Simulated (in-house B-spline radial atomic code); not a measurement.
Functionals against successive ionisation energies: F to F⁶⁺

Ionisation energies as differences of self-consistent total energies from a B-spline radial code for spherical atoms: all electrons, radial basis limit, scalar-relativistic (one-electron X2C), spin-polarised at highest spin, spherical densities; exact exchange is averaged over the determinants of each configuration. No spin-orbit coupling, Breit or QED terms. NIST's values run from ground level to ground level, so in open shells the differences also hold multiplet and fine-structure energies that spherical high-spin averages miss. Columns give computed minus NIST, in eV; a star marks a semi-empirical value. Species are left out where the tabulated value is theory, is uncertain by more than 0.12 eV, or (13 ions, such as In⁴⁺, Te⁴⁺ and Bi⁴⁺) lies off its series for all methods alike, which flatters the means a little.

| species | shell | NIST (eV) | LDA VWN5 | PBE | BHandHLYP | revTPSS | OLYP |
| --- | --- | --- | --- | --- | --- | --- | --- |
| F | 2p | 17.42 | +0.63 | +0.41 | -0.09 | +0.27 | +0.18 |
| F⁺ | 2p | 34.97 | +0.18 | -0.03 | +0.03 | -0.56 | -0.40 |
| F²⁺ | 2p | 62.71* | +0.44 | +0.41 | +0.29 | +0.57 | +0.64 |
| F³⁺ | 2p | 87.17 ± 0.02* | +0.68 | +0.64 | +0.65 | +0.60 | +0.85 |
| F⁴⁺ | 2p | 114.25 ± 0.006* | +0.27 | +0.24 | +0.67 | -0.29 | +0.06 |
| F⁵⁺ | 2s | 157.16 | -1.99 | -1.42 | -1.67 | -1.56 | -1.54 |
| F⁶⁺ | 2s | 185.19 | -0.40 | +0.71 | +0.87 | +0.34 | +1.02 |

Question: How do the methods rank, and which species is hardest?

Answer: Mean absolute (signed) differences: PBE 0.55 (+0.14) eV; revTPSS 0.60 (-0.09) eV; BHandHLYP 0.61 (+0.11) eV; LDA VWN5 0.66 (-0.03) eV; OLYP 0.67 (+0.12) eV. For F⁵⁺, which loses a 2s electron, the nearest method is off by -1.42 eV, the largest such miss.
